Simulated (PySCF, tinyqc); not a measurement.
MP2 on RHF in the sto-3g basis, for CH2, spin multiplicity 1, step by step. The lowest restricted solution is unstable here: a spin-polarised one lies 0.0434 hartree lower (PySCF). One step of it, computed by the program tinyqc.

Question. Second-order Moller-Plesset energy. E2 = sum_ijab (ia|jb) [2 (ia|jb) - (ib|ja)] / (e_i + e_j - e_a - e_b) over occupied i, j and virtual a, b; the opposite-spin part is (ia|jb)^2 / denominator, the rest is same-spin, and SCS-MP2 scales them by 6/5 and 1/3.

orbital energies (hartree): MO1 -10.979076, MO2 -0.790456, MO3 -0.517333, MO4 -0.264815, MO5 0.244583, MO6 0.539408, MO7 0.734280

Two-electron integrals over orbitals (pq|rs), unique and non-zero (hartree):
```
(11|11) 3.507173    (21|11) -0.293657   (21|21) 0.039085    (22|11) 0.713986
(22|21) -0.007862   (22|22) 0.535353    (31|31) 0.007159    (32|31) 0.012824
(32|32) 0.145397    (33|11) 0.594045    (33|21) -0.002639   (33|22) 0.504018
(33|33) 0.516319    (41|11) 0.148869    (41|21) -0.016906   (41|22) 0.013420
(41|33) 0.005508    (41|41) 0.025733    (42|11) -0.078436   (42|21) 0.006863
(42|22) 0.020845    (42|33) 0.018386    (42|41) 0.015025    (42|42) 0.078534
(43|31) -0.002095   (43|32) 0.023134    (43|43) 0.030622    (44|11) 0.812773
(44|21) -0.012666   (44|22) 0.505011    (44|33) 0.463351    (44|41) -0.012414
(44|42) -0.084347   (44|44) 0.668277    (51|51) 0.021707    (52|51) 0.023707
(52|52) 0.091146    (53|53) 0.019523    (54|51) -0.011906   (54|52) -0.035759
(54|54) 0.048474    (55|11) 0.851988    (55|21) -0.009396   (55|22) 0.543065
(55|33) 0.477230    (55|41) 0.004268    (55|42) -0.041895   (55|44) 0.583673
(55|55) 0.672833    (61|11) -0.227959   (61|21) 0.032305    (61|22) -0.001468
(61|33) -0.000154   (61|41) -0.004840   (61|42) 0.013834    (61|44) -0.017733
(61|55) -0.006169   (61|61) 0.031289    (62|11) 0.242615    (62|21) -0.006026
(62|22) 0.078704    (62|33) 0.020580    (62|41) 0.013935    (62|42) 0.002932
(62|44) 0.080955    (62|55) 0.124426    (62|61) 0.000811    (62|62) 0.097101
(63|31) 0.000988    (63|32) -0.075130   (63|43) -0.027985   (63|63) 0.090501
(64|11) 0.099773    (64|21) 0.000479    (64|22) 0.036959    (64|33) 0.005828
(64|41) 0.005949    (64|42) 0.003810    (64|44) 0.049528    (64|55) 0.048153
(64|61) 0.003569    (64|62) 0.050865    (64|64) 0.033956    (65|51) 0.016993
(65|52) 0.057440    (65|54) -0.012417   (65|65) 0.044372    (66|11) 0.661838
(66|21) -0.005858   (66|22) 0.517691    (66|33) 0.501949    (66|41) 0.020585
(66|42) 0.055900    (66|44) 0.448346    (66|55) 0.490261    (66|61) 0.004511
(66|62) 0.050083    (66|64) 0.024630    (66|66) 0.552810    (71|31) 0.012644
(71|32) 0.020570    (71|43) -0.003940   (71|63) 0.001513    (71|71) 0.022443
(72|31) 0.009104    (72|32) 0.003490    (72|43) -0.028066   (72|63) 0.046291
(72|71) 0.014978    (72|72) 0.054304    (73|11) 0.256795    (73|21) -0.005853
(73|22) 0.065214    (73|33) 0.030869    (73|41) -0.000579   (73|42) -0.050909
(73|44) 0.126265    (73|55) 0.129893    (73|61) -0.006092   (73|62) 0.076902
(73|64) 0.038415    (73|66) 0.007100    (73|73) 0.115975    (74|31) -0.007751
(74|32) -0.065597   (74|43) 0.009171    (74|63) 0.038675    (74|71) -0.013315
(74|72) -0.009258   (74|74) 0.056020    (75|53) 0.018718    (75|75) 0.022839
(76|31) 0.009037    (76|32) 0.116553    (76|43) 0.033798    (76|63) -0.084051
(76|71) 0.014812    (76|72) -0.022512   (76|74) -0.049725   (76|76) 0.119170
(77|11) 0.757722    (77|21) -0.009579   (77|22) 0.517223    (77|33) 0.518485
(77|41) 0.003331    (77|42) -0.013312   (77|44) 0.527472    (77|55) 0.528997
(77|61) -0.007614   (77|62) 0.042681    (77|64) 0.014255    (77|66) 0.509693
(77|73) 0.070545    (77|77) 0.563935
```

Hartree-Fock energy = -38.34280368 hartree

Give: Terms; Pair energies; MP2 correlation energy; SCS-MP2 correlation energy; MP2 total energy.

Answer.

Terms (the 40 largest of 42):
```
i  j  a  b  (ia|jb)  (ib|ja)  denominator       term
3  3  7  7   0.1160   0.1160      -2.5032    -0.0054
2  2  5  5   0.0911   0.0911      -2.0701    -0.0040
3  3  6  6   0.0905   0.0905      -2.1135    -0.0039
2  2  6  6   0.0971   0.0971      -2.6597    -0.0035
3  2  7  6   0.0769   0.0463      -2.5815    -0.0032
2  3  6  7   0.0769   0.0463      -2.5815    -0.0032
4  4  5  5   0.0485   0.0485      -1.0188    -0.0023
4  4  7  7   0.0560   0.0560      -1.9982    -0.0016
4  2  6  6   0.0509   0.0509      -2.1341    -0.0012
2  4  6  6   0.0509   0.0509      -2.1341    -0.0012
2  2  7  7   0.0543   0.0543      -3.0495    -0.0010
2  4  5  5  -0.0358  -0.0358      -1.5444    -0.0008
4  2  5  5  -0.0358  -0.0358      -1.5444    -0.0008
3  4  6  7   0.0387   0.0384      -2.0558    -0.0007
4  3  7  6   0.0387   0.0384      -2.0558    -0.0007
4  4  6  6   0.0340   0.0340      -1.6084    -0.0007
3  4  7  6   0.0384   0.0387      -2.0558    -0.0007
4  3  6  7   0.0384   0.0387      -2.0558    -0.0007
3  2  6  7   0.0463   0.0769      -2.5815  -2.81e-04
2  3  7  6   0.0463   0.0769      -2.5815  -2.81e-04
3  3  5  5   0.0195   0.0195      -1.5238  -2.50e-04
1  2  5  5   0.0237   0.0237     -12.2587  -4.58e-05
2  1  5  5   0.0237   0.0237     -12.2587  -4.58e-05
1  1  6  6   0.0313   0.0313     -23.0370  -4.25e-05
2  4  7  7  -0.0093  -0.0093      -2.5238  -3.40e-05
4  2  7  7  -0.0093  -0.0093      -2.5238  -3.40e-05
1  1  7  7   0.0224   0.0224     -23.4267  -2.15e-05
1  1  5  5   0.0217   0.0217     -22.4473  -2.10e-05
1  2  7  7   0.0150   0.0150     -13.2381  -1.69e-05
2  1  7  7   0.0150   0.0150     -13.2381  -1.69e-05
1  4  7  7  -0.0133  -0.0133     -12.7125  -1.39e-05
4  1  7  7  -0.0133  -0.0133     -12.7125  -1.39e-05
1  4  5  5  -0.0119  -0.0119     -11.7331  -1.21e-05
4  1  5  5  -0.0119  -0.0119     -11.7331  -1.21e-05
1  3  6  7  -0.0061   0.0015     -12.7701  -6.54e-06
3  1  7  6  -0.0061   0.0015     -12.7701  -6.54e-06
1  3  7  6   0.0015  -0.0061     -12.7701  -1.08e-06
3  1  6  7   0.0015  -0.0061     -12.7701  -1.08e-06
1  4  6  6   0.0036   0.0036     -12.3227  -1.03e-06
4  1  6  6   0.0036   0.0036     -12.3227  -1.03e-06
```

Pair energies (hartree; pair i-j sums ij and ji):
```
pair  opposite spin  same spin
1-1       -8.50e-05     0.0000
2-1       -1.26e-04     0.0000
2-2         -0.0085     0.0000
3-1       -6.17e-06  -9.06e-06
3-2         -0.0062    -0.0007
3-3         -0.0095     0.0000
4-1       -5.41e-05     0.0000
4-2         -0.0041     0.0000
4-3         -0.0029  -6.59e-08
4-4         -0.0046     0.0000
```

MP2 correlation energy = -0.036905 hartree

SCS-MP2 correlation energy = -0.043649 hartree

MP2 total energy = -38.379709 hartree
